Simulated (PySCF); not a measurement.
PySCF input (TPSSh/def2-TZVPD):

```python
from pyscf import gto, scf, dft

mol = gto.M(
    atom='''
    O    -0.22489627    1.19921299   -0.07691899
    C    -0.43632120    0.02838055   -0.00994382
    N     0.41790027   -0.99734550    0.06832224
    H     0.07146814   -1.93733424    0.11876215
    H     1.42032731   -0.84523444    0.07799705
    ''',
    basis='def2-tzvpd',
    charge=0,
    spin=1,
    verbose=4,
)

mf = dft.UKS(mol, xc='tpssh').density_fit(auxbasis='def2-universal-jkfit')
mf.grids.level = 3
mf.conv_tol = 1e-9
mf.max_cycle = 100
mf.max_memory = 1500
mf.kernel()
if not mf.converged:
    mf = mf.newton()
    mf.kernel(mf.make_rdm1())
for _ in range(2):
    mo, _, stable, _ = mf.stability(return_status=True)
    if stable:
        break
    mf.kernel(mf.make_rdm1(mo, mf.mo_occ))
mf.analyze()
```

End of the output:

```
Extra cycle  E= -169.314847627342  delta_E= -5.12e-12  |g|= 2.71e-06  |ddm|= 3.95e-06
converged SCF energy = -169.314847627342  <S^2> = 0.75385188  2S+1 = 2.0038482
uhf_internal: lowest eigs of H = [0.28760288 0.31240684 0.35947929]
<class 'pyscf.df.df_jk.DFUKS'> wavefunction is stable in the internal stability analysis
**** SCF Summaries ****
Total Energy =                        -169.314847627341635
Nuclear Repulsion Energy =              64.568360663897849
One-electron Energy =                 -357.749211999154113
Two-electron Energy =                  123.866003707914643
Two-electron Coulomb Energy =          145.517554537153899
DFT Exchange-Correlation Energy =      -21.651550829239259
HOMO-LUMO gap [eV] =                     3.065587933744753
**** MO energy ****
                             alpha | beta                alpha | beta
MO #1   energy= -19.0739069171038  | -19.06505209594    occ= 1 | 1
MO #2   energy= -14.3029189704475  | -14.3003032112812  occ= 1 | 1
MO #3   energy= -10.214935224538   | -10.2040399558674  occ= 1 | 1
MO #4   energy= -1.0552075493973   | -1.04014907042443  occ= 1 | 1
MO #5   energy= -0.918497844064859 | -0.910113697705004 occ= 1 | 1
MO #6   energy= -0.605077556257022 | -0.589978883354924 occ= 1 | 1
MO #7   energy= -0.550432413359403 | -0.541667372196649 occ= 1 | 1
MO #8   energy= -0.462095074525912 | -0.44377064264571  occ= 1 | 1
MO #9   energy= -0.416299646993512 | -0.407418516454584 occ= 1 | 1
MO #10  energy= -0.383481240264896 | -0.336333006102365 occ= 1 | 1
MO #11  energy= -0.291588131831908 | -0.288863548684411 occ= 1 | 1
MO #12  energy= -0.20079896211929  | -0.088140682548687 occ= 1 | 0
MO #13  energy= -0.00421803170213503 | 0.00590787859299033 occ= 0 | 0
MO #14  energy= -0.000681385076699984 | 0.0220285891909372 occ= 0 | 0
MO #15  energy= 0.0367639139637702 | 0.0466065916847839 occ= 0 | 0
MO #16  energy= 0.0516428193548613 | 0.0583464053658413 occ= 0 | 0
MO #17  energy= 0.0732777219187684 | 0.0775918800442952 occ= 0 | 0
MO #18  energy= 0.0920863800089606 | 0.099121347144532  occ= 0 | 0
MO #19  energy= 0.0968159011839572 | 0.104919689813685  occ= 0 | 0
MO #20  energy= 0.115262299298519  | 0.120381985983043  occ= 0 | 0
MO #21  energy= 0.136943947488816  | 0.139143455300028  occ= 0 | 0
MO #22  energy= 0.150842391116504  | 0.156930795747867  occ= 0 | 0
MO #23  energy= 0.15478116672603   | 0.159877199243505  occ= 0 | 0
MO #24  energy= 0.173841577757362  | 0.179510092479383  occ= 0 | 0
MO #25  energy= 0.221625057591282  | 0.229744317034804  occ= 0 | 0
MO #26  energy= 0.243750570111951  | 0.251081354662219  occ= 0 | 0
MO #27  energy= 0.253552746949639  | 0.262115177677137  occ= 0 | 0
MO #28  energy= 0.25890794446439   | 0.266622691719027  occ= 0 | 0
MO #29  energy= 0.271233878466686  | 0.281234494663717  occ= 0 | 0
MO #30  energy= 0.304682817789521  | 0.311217815431273  occ= 0 | 0
MO #31  energy= 0.317823502528049  | 0.327004388494864  occ= 0 | 0
MO #32  energy= 0.324644276729832  | 0.332565432088085  occ= 0 | 0
MO #33  energy= 0.338621799464558  | 0.342845549752425  occ= 0 | 0
MO #34  energy= 0.338808183828305  | 0.346083021131083  occ= 0 | 0
MO #35  energy= 0.370730291239298  | 0.388740363050453  occ= 0 | 0
MO #36  energy= 0.388716910339386  | 0.39355473746918   occ= 0 | 0
MO #37  energy= 0.411276267714693  | 0.424640587617461  occ= 0 | 0
MO #38  energy= 0.421179935758109  | 0.425139928749694  occ= 0 | 0
MO #39  energy= 0.427736824640365  | 0.434810244560068  occ= 0 | 0
MO #40  energy= 0.443228719120588  | 0.447292099952192  occ= 0 | 0
MO #41  energy= 0.462378238880381  | 0.470492340141675  occ= 0 | 0
MO #42  energy= 0.489941894087245  | 0.496271479542408  occ= 0 | 0
MO #43  energy= 0.519737710176265  | 0.524538060877363  occ= 0 | 0
MO #44  energy= 0.519817408102852  | 0.533418324976453  occ= 0 | 0
MO #45  energy= 0.543384393569816  | 0.545846489658101  occ= 0 | 0
MO #46  energy= 0.620372161691369  | 0.62724243979612   occ= 0 | 0
MO #47  energy= 0.63582156353517   | 0.648053335199412  occ= 0 | 0
MO #48  energy= 0.648762617033015  | 0.651096994671532  occ= 0 | 0
MO #49  energy= 0.670139872475655  | 0.675797248348523  occ= 0 | 0
MO #50  energy= 0.715521268506008  | 0.725586308203334  occ= 0 | 0
MO #51  energy= 0.724339453188501  | 0.733210650676573  occ= 0 | 0
MO #52  energy= 0.802766872161293  | 0.81284992680445   occ= 0 | 0
MO #53  energy= 0.839756716186781  | 0.843640261985659  occ= 0 | 0
MO #54  energy= 0.85908216173179   | 0.865004969663714  occ= 0 | 0
MO #55  energy= 0.871755082463325  | 0.878318486446394  occ= 0 | 0
MO #56  energy= 0.898865969729207  | 0.907112700761605  occ= 0 | 0
MO #57  energy= 0.901395508216433  | 0.922492259138448  occ= 0 | 0
MO #58  energy= 0.95413245929727   | 0.963463009028978  occ= 0 | 0
MO #59  energy= 0.99515587396132   | 1.01608515582409   occ= 0 | 0
MO #60  energy= 1.0565249993113    | 1.06676766420542   occ= 0 | 0
MO #61  energy= 1.10870079838304   | 1.11678174361479   occ= 0 | 0
MO #62  energy= 1.24524117159085   | 1.25674106451076   occ= 0 | 0
MO #63  energy= 1.28256291557423   | 1.28934547632325   occ= 0 | 0
MO #64  energy= 1.28607823708214   | 1.30084350945645   occ= 0 | 0
MO #65  energy= 1.38546022706871   | 1.39792710264182   occ= 0 | 0
MO #66  energy= 1.43994803779156   | 1.44871688362628   occ= 0 | 0
MO #67  energy= 1.53740331172726   | 1.55925163707715   occ= 0 | 0
MO #68  energy= 1.58915733625843   | 1.60465838656993   occ= 0 | 0
MO #69  energy= 1.64879495069232   | 1.68307300052095   occ= 0 | 0
MO #70  energy= 1.69010791115025   | 1.70730012580214   occ= 0 | 0
MO #71  energy= 1.74987590408066   | 1.7649582220288    occ= 0 | 0
MO #72  energy= 1.7594689665181    | 1.77132813171178   occ= 0 | 0
MO #73  energy= 1.87934399264022   | 1.88850232054325   occ= 0 | 0
MO #74  energy= 1.88082080641077   | 1.89036663796519   occ= 0 | 0
MO #75  energy= 1.90620835253386   | 1.91285166379053   occ= 0 | 0
MO #76  energy= 1.99296015909721   | 1.99995793458587   occ= 0 | 0
MO #77  energy= 2.02330934610633   | 2.04034910145085   occ= 0 | 0
MO #78  energy= 2.08829100711745   | 2.0986297325859    occ= 0 | 0
MO #79  energy= 2.15522606720544   | 2.16576745684038   occ= 0 | 0
MO #80  energy= 2.19249443603933   | 2.19836735028871   occ= 0 | 0
MO #81  energy= 2.3324588480722    | 2.34414143931808   occ= 0 | 0
MO #82  energy= 2.35346068712996   | 2.35720316389088   occ= 0 | 0
MO #83  energy= 2.49498277279209   | 2.50771210523781   occ= 0 | 0
MO #84  energy= 2.5989865192854    | 2.60957600437711   occ= 0 | 0
MO #85  energy= 2.62654995666443   | 2.63412753683981   occ= 0 | 0
MO #86  energy= 2.73052720846584   | 2.74366161298239   occ= 0 | 0
MO #87  energy= 2.78724252485498   | 2.80425777542895   occ= 0 | 0
MO #88  energy= 2.83648776640542   | 2.85332223652537   occ= 0 | 0
MO #89  energy= 2.84785909437753   | 2.85927223182877   occ= 0 | 0
MO #90  energy= 2.87021405866057   | 2.88418010878904   occ= 0 | 0
MO #91  energy= 3.04200352388477   | 3.06871878522448   occ= 0 | 0
MO #92  energy= 3.08317023922836   | 3.10905067590651   occ= 0 | 0
MO #93  energy= 3.12309024064702   | 3.14712125836957   occ= 0 | 0
MO #94  energy= 3.13570230525854   | 3.17169697331625   occ= 0 | 0
MO #95  energy= 3.1772773373691    | 3.20608146109802   occ= 0 | 0
MO #96  energy= 3.19682294867369   | 3.22143370711252   occ= 0 | 0
MO #97  energy= 3.25906588366206   | 3.28040260852437   occ= 0 | 0
MO #98  energy= 3.32583351684994   | 3.34339357568707   occ= 0 | 0
MO #99  energy= 3.51305066504661   | 3.52760826447459   occ= 0 | 0
MO #100 energy= 3.58596762109483   | 3.60096765977557   occ= 0 | 0
MO #101 energy= 3.69694846724943   | 3.71150142208899   occ= 0 | 0
MO #102 energy= 3.73139909366922   | 3.74647214753648   occ= 0 | 0
MO #103 energy= 3.86509615841154   | 3.88378111551803   occ= 0 | 0
MO #104 energy= 4.21841937681069   | 4.23844393960444   occ= 0 | 0
[...]
```

It need not be the lowest isomer of its formula.
